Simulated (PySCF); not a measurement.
# C4H5N ((Z)-2-Butenenitrile): the cost of one run

The runs use PySCF 2.14.0, with density-fitted response routines of our own; the level of theory stands in each step. All values are computed, except where a source is named. Atoms count from 0, in the outputs and in this text.

## Step 1: The starting structure

10 atoms, charge 0, multiplicity 1; geometry from: MMFF94s. The atoms were then displaced at random by about 0.03 Å, so the start is not that level's minimum.

Bonds of the start (Å): C0–C1 1.49, C1–C2 1.31, C2–C3 1.47, C3–N4 1.16, C0–H5 1.08, C0–H6 1.03, C0–H7 1.16, C1–H8 1.14, C2–H9 1.13.

## Step 2: Geometry optimisation at PBE0-D3(BJ)/def2-SVP

What the job is given:

```
{"job": {"xc": "PBE0", "basis": "def2-SVP", "d3": "d3bj", "grid": 1, "shake": 0.03, "kind": "geom"}, "charge": 0, "multiplicity": 1}
C     -1.170870    -0.479540     0.292300
C     -0.199070     0.645620     0.372770
C      1.003550     0.604380    -0.143750
C      1.700840    -0.482800    -0.850450
N      2.039410    -1.402630    -1.461480
H     -1.546660    -0.702510     1.276330
H     -0.868750    -1.296000    -0.264020
H     -2.066180     0.012570    -0.248590
H     -0.487690     1.574090     0.974100
H      1.720080     1.450070     0.057200
```

Run with:

```
OMP_NUM_THREADS=1 python probes_run.py task.json out
```

One launch serves the whole session: the jobs run in the order shown.

**Question.** How long does this first job take on 1 thread of Arm Neoverse V2, shared host, and how much memory does it need?

About 17 s, with a peak of 0.39 GiB.
